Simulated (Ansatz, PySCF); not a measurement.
Ligands exchanged one at a time, Si F-OH. Isolated molecules, 0 K electronic values unless said otherwise. One relaxed conformer stands for each flexible species; it need not be the lowest. Strings in code marks are SMILES.

Quantity: redistribution energy (mixed species minus the weighted end members), in eV.

Level 1: M06-2X/6-31G* // B3LYP-D3(BJ)/def2-TZVP (PySCF)
Level 2: PBE/6-31G* // B3LYP-D3(BJ)/def2-TZVP (PySCF)
Level 3: SVWN5/6-31G* // B3LYP-D3(BJ)/def2-TZVP (PySCF)
Level 4: HF/cc-pVTZ // B3LYP-D3(BJ)/def2-TZVP (Ansatz, a quantum-chemistry and plane-wave program)

```
species                                                                               level 2  level 3  level 4
------------------------------------------------------------------------------------  -------  -------  -------
1 of 4 F replaced by OH: `[Si](F)(O)(F)F`                                              -0.033   -0.036   -0.066
3 of 4 F replaced by OH: `O[Si](O)(O)F`                                                -0.011   -0.012   -0.057
2 of 4 F replaced by OH: `F[Si](F)(O)O` (H–O–Si–F torsion 43°, F–Si–O–H torsion 85°)   -0.049   -0.053   -0.087
```

What does level 1 give for each, and how far do the other levels lie from it on average?


- 1 of 4 F replaced by OH: `[Si](F)(O)(F)F`: -0.033
- 3 of 4 F replaced by OH: `O[Si](O)(O)F`: -0.008
- 2 of 4 F replaced by OH: `F[Si](F)(O)O` (H–O–Si–F torsion 43°, F–Si–O–H torsion 85°): -0.047
Mean absolute difference from level 1, which has limits of its own, over these rows (drawn at random from the members that have all these levels): level 2 0.002 eV, level 3 0.005 eV, level 4 0.041 eV.
